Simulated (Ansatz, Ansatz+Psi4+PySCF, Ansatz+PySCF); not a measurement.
```xyz
2

Li    0.0000    0.0000   -1.1750
F     0.0000    0.0000    1.9583
```

Basis set: cc-pCVTZ on Li; cc-pVTZ on F (spherical functions). Correlated methods keep 1 orbital frozen. Charge 0, multiplicity 1.

Computed with Ansatz (development build ahead of 0.2.0); each method stands on the lowest determinant of its kind that the runs found. Restricted open shells among the atoms or ions are ROHF, correlated in semicanonical orbitals with singles.

**Question.** Give the atomization energy at this shape (free ground-state atoms in the same class of orbitals less the molecule, no zero-point energy) of singlet LiF by RHF-CCSD(T), RHF-CCSD, RHF-MP2.

**Answer.**

```csv
method,atomization energy
RHF-CCSD(T),215.5 kJ/mol
RHF-CCSD,203.2 kJ/mol
RHF-MP2,242.3 kJ/mol
```

Caution: the shape is not the minimum.
